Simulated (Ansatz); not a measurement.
**C2H2O2 (singlet): from Hartree-Fock to the top rungs, cc-pVQZ**

An exercise on one series of results from a longer session: the logs are not shown, and one member is left open.

Program: Ansatz 0.2.0, Gaussian basis. Level of theory: cc-pVQZ, core rule «outside noble gas», up to 4 orbitals frozen. These are calculated values, not measurements.

Plan: UHF; CCSD(T) on RHF; CCSD(T) on UHF.

## The system

The geometry is an MP2(full)/6-31G* stationary point (not a proven minimum).

6 atoms, charge 0, spin multiplicity 1.

Atoms are counted from 1 here; the program's logs count them from 0.

Bond lengths: C1–C2 1.513 Å, C1–O3 1.223 Å, C1–H4 1.106 Å, C2–O5 1.223 Å, C2–H6 1.106 Å. Angles: C2–C1–O3 121.2°, C2–C1–H4 115.3°, O3–C1–H4 123.5°, C1–C2–O5 121.2°, C1–C2–H6 115.3°, O5–C2–H6 123.5°.

Set-up of the first run:

Contents of in.yaml:

```yaml
crystal:
  periodic: [false, false, false]
  atoms:
    - {symbol: C, position_ang: [0.000000, 0.756430, 0.000000]}
    - {symbol: C, position_ang: [0.000000, -0.756430, 0.000000]}
    - {symbol: O, position_ang: [1.046090, 1.389916, 0.000000]}
    - {symbol: H, position_ang: [-0.999940, 1.228191, 0.000000]}
    - {symbol: O, position_ang: [-1.046090, -1.389916, 0.000000]}
    - {symbol: H, position_ang: [0.999940, -1.228191, 0.000000]}
basis:
  gaussian: {orbitals: cc-pVQZ}
magnetization: {spin_polarized: true, initial_magnetization: 0}
hamiltonian: {xc: hf}
output: {orbitals: {seedname: orbitals}}
```

The run is started by

```bash
$ ansatz run in.yaml --threads 1 --pin off --events-out ev --progress --plain --max-ram 2880MiB --backend cpu
```

Steps of the session up to this table: UHF; CCSD(T) on RHF; CCSD(T) on UHF.

One of the session's tables, all rows but one given; the rest of the session is left out.

It belongs to the step «Misses and costs». 

| method | from RCCSD(T) (meV) |
| --- | --- |
| RHF | ? |
| UHF | +23546.1 |
| RMP2 | +1086.6 |
| UMP2 | +1770.4 |
| RCCSD | +1075.7 |
| UCCSD | +1102.1 |
| RCCSD(T) | 0 |
| UCCSD(T) | +32.6 |

Q: Estimate the row for RHF from the others.

**Answer.** from RCCSD(T) (meV): +23590.6. In the column «from RCCSD(T) (meV)» it is the highest.

With the free atoms at the same levels and basis (separate runs), the atomisation energy is 27.088 eV at RCCSD(T), 27.055 eV at UCCSD(T), 18.164 eV at RHF.

Caveats from the session: Warnings: restricted reference is unstable; spin contamination. Restricted and unrestricted rows rest on different reference determinants; where their highest levels disagree by more than a few hundredths of an eV, they describe different states and don't form one ladder.
